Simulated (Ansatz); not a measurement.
```xyz
8

O     0.897   -1.655    0.307
C     0.289   -0.527    0.064
C    -0.045    0.242   -0.983
C    -0.622    1.093    0.118
N    -0.305    0.362    1.133
H     0.890   -1.797    1.263
H     0.052    0.241   -2.054
H    -1.156    2.041    0.152
```

Total charge 0; spin multiplicity 1.

Question: List the PBE0/def2-TZVPP orbital energies in eV (Ansatz). (Estimate.)

Answer: The calculation gave: Occupied: -524.83, -391.18, -281.39, -280.24, -278.01, -31.38, -27.36, -20.48, -18.30, -16.91, -14.17, -13.87, -12.97, -11.43, -10.90, -10.37, -8.10, -5.86. Lowest empty: -1.76, 0.84, 2.28, 2.46, 2.79, 3.12, 3.75, 4.21.
